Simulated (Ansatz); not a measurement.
Species: C$_{2}$F$_{3}$N, charge 0, singlet. C2F3N (SMILES N#CC(F)(F)F).
B3LYP-D3(BJ)/def2-TZVP minimum from Ansatz (an electronic-structure program):
```
C
F 1 1.3355
F 1 1.3355 2 108.66
F 1 1.3355 2 108.66 3 118.06
C 1 1.4814 2 110.27 4 120.97
N 5 1.1466 2 147.20 1 -180.00
```
Charge 0, spin multiplicity 1.

Total energies in cc-pVDZ, 34 correlated electrons, 6 frozen orbitals. Radicals and triplets start from unrestricted determinants; spin-orbit coupling is neglected. Correlated methods leave the cores frozen. No relativity.

```
method    program  energy (Eh)  minus CCSDT(Q) (mEh)
--------  -------  -----------  --------------------
HF         Ansatz   -428.50163               1002.25
MP2        Ansatz   -429.46224                 41.64
CCSD       Ansatz   -429.47306                 30.81
CCSD(T)    Ansatz   -429.50028                  3.60
CCSDT(Q)   Ansatz   -429.50388                  0.00
```

Rough core times of Ansatz's runs on a shared machine: CCSD(T) under 20 s, CCSDT(Q) 50 min.
